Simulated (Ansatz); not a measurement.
# Molecular dynamics of CH₅BO

input.yaml

```yaml
crystal:
  periodic: [false, false, false]
  atoms:
    - { symbol: B, position_ang: [0.017582, -0.074625, 0.004383] }
    - { symbol: O, position_ang: [-0.02256, 0.105538, 1.368085] }
    - { symbol: H, position_ang: [-0.943149, -0.014781, 1.658668] }
    - { symbol: C, position_ang: [1.381615, 0.007557, -0.77207] }
    - { symbol: H, position_ang: [1.627317, -1.018751, -1.187351] }
    - { symbol: H, position_ang: [1.254656, 0.635262, -1.619504] }
    - { symbol: H, position_ang: [2.231032, 0.394984, -0.17665] }
    - { symbol: H, position_ang: [-1.019934, -0.419271, -0.63096] }
basis:
  gaussian: { orbitals: def2-SVP }
hamiltonian:
  xc: pbe0
  dispersion: d4
md:
  timestep: 0.5
  n_steps: 250
  ensemble: nvt_langevin
  temperature: 700.0
  initial_velocities: maxwell_boltzmann
  seed: 504044
  friction: 0.005
```

Launched with:

```bash
$ ansatz run input.yaml --threads 1 --pin off --max-ram 2048MiB --backend cpu --events-out ev --progress --plain --runs-dir out
```

It goes on from the last frame of an earlier run, with new velocities.

Output, in part (step lines, the closing report, with atoms numbered from 0):

```
md step     0: t =     0.00 fs  T =   612.5 K  F+E_penalty+E_count = -3835.84033775 eV  E_kin = 0.633374 eV  (23 SCF iters)
[... lines left out ...]
Total energy: -3835.57044685 eV, -140.9546140785 hartree
Atom 0 at    -0.114025    -0.397912     0.143042 Å, force    -1.502238     0.747272    -0.652374 eV/Å
Atom 1 at     0.168697     0.385030     1.206760 Å, force     0.339642     0.072609     0.430676 eV/Å
Atom 2 at    -0.495066     0.662836     1.850539 Å, force    -0.124940    -0.425530    -0.435790 eV/Å
Atom 3 at     1.039833    -0.582240    -0.929898 Å, force    -1.021912     2.392741     0.235264 eV/Å
Atom 4 at     0.955529    -1.552172    -1.310910 Å, force     0.332845    -2.146090    -0.827625 eV/Å
Atom 5 at     0.724308     0.078099    -1.841780 Å, force     0.763730    -0.717143     1.499786 eV/Å
Atom 6 at     2.041148    -0.339184    -0.498107 Å, force    -0.503137    -0.079437    -0.603546 eV/Å
Atom 7 at    -1.367879    -0.742225    -0.078338 Å, force     1.716010     0.155579     0.353609 eV/Å
Dipole moment:    -0.153210     0.062374     0.177549 e Å
```

The steps, from the saved trajectory:

```json
{"time (fs)": "0", "T (K)": "612", "potential energy less start (eV)": "0.000"}
{"time (fs)": "4", "T (K)": "255", "potential energy less start (eV)": "0.364"}
{"time (fs)": "8", "T (K)": "377", "potential energy less start (eV)": "0.266"}
{"time (fs)": "12", "T (K)": "416", "potential energy less start (eV)": "0.206"}
{"time (fs)": "16", "T (K)": "280", "potential energy less start (eV)": "0.358"}
{"time (fs)": "20", "T (K)": "537", "potential energy less start (eV)": "0.096"}
{"time (fs)": "24", "T (K)": "320", "potential energy less start (eV)": "0.236"}
{"time (fs)": "28", "T (K)": "355", "potential energy less start (eV)": "0.181"}
{"time (fs)": "32", "T (K)": "321", "potential energy less start (eV)": "0.207"}
{"time (fs)": "36", "T (K)": "227", "potential energy less start (eV)": "0.280"}
{"time (fs)": "40", "T (K)": "399", "potential energy less start (eV)": "0.119"}
{"time (fs)": "44", "T (K)": "342", "potential energy less start (eV)": "0.239"}
{"time (fs)": "48", "T (K)": "412", "potential energy less start (eV)": "0.238"}
{"time (fs)": "52", "T (K)": "345", "potential energy less start (eV)": "0.314"}
{"time (fs)": "56", "T (K)": "251", "potential energy less start (eV)": "0.387"}
{"time (fs)": "60", "T (K)": "561", "potential energy less start (eV)": "0.094"}
{"time (fs)": "64", "T (K)": "429", "potential energy less start (eV)": "0.230"}
{"time (fs)": "68", "T (K)": "339", "potential energy less start (eV)": "0.334"}
{"time (fs)": "72", "T (K)": "452", "potential energy less start (eV)": "0.191"}
{"time (fs)": "76", "T (K)": "341", "potential energy less start (eV)": "0.277"}
{"time (fs)": "80", "T (K)": "392", "potential energy less start (eV)": "0.205"}
{"time (fs)": "84", "T (K)": "523", "potential energy less start (eV)": "0.159"}
{"time (fs)": "88", "T (K)": "518", "potential energy less start (eV)": "0.153"}
{"time (fs)": "92", "T (K)": "330", "potential energy less start (eV)": "0.341"}
{"time (fs)": "96", "T (K)": "281", "potential energy less start (eV)": "0.376"}
{"time (fs)": "100", "T (K)": "496", "potential energy less start (eV)": "0.123"}
{"time (fs)": "104", "T (K)": "443", "potential energy less start (eV)": "0.184"}
{"time (fs)": "108", "T (K)": "422", "potential energy less start (eV)": "0.221"}
{"time (fs)": "112", "T (K)": "406", "potential energy less start (eV)": "0.238"}
{"time (fs)": "116", "T (K)": "502", "potential energy less start (eV)": "0.172"}
{"time (fs)": "120", "T (K)": "637", "potential energy less start (eV)": "0.157"}
{"time (fs)": "124", "T (K)": "359", "potential energy less start (eV)": "0.362"}
```

The run went to its last step. The mean temperature of the second half is 39 % below the set value. A run of 0.12 ps of so small a system gives no equilibrium averages.

The same pairs are bonded in the first frame and the last. Pairs count as bonded within 1.25 times the sum of covalent radii (0.12 Å more for H–H).

Last frame:

```xyz
8
Properties=species:S:1:pos:R:3
B -0.114 -0.398 0.143
O 0.169 0.385 1.207
H -0.495 0.663 1.851
C 1.040 -0.582 -0.930
H 0.956 -1.552 -1.311
H 0.724 0.078 -1.842
H 2.041 -0.339 -0.498
H -1.368 -0.742 -0.078
```

Run time: 6.3 min on 1 thread of Arm Neoverse V1 (shared host), peak memory 0.11 GiB.
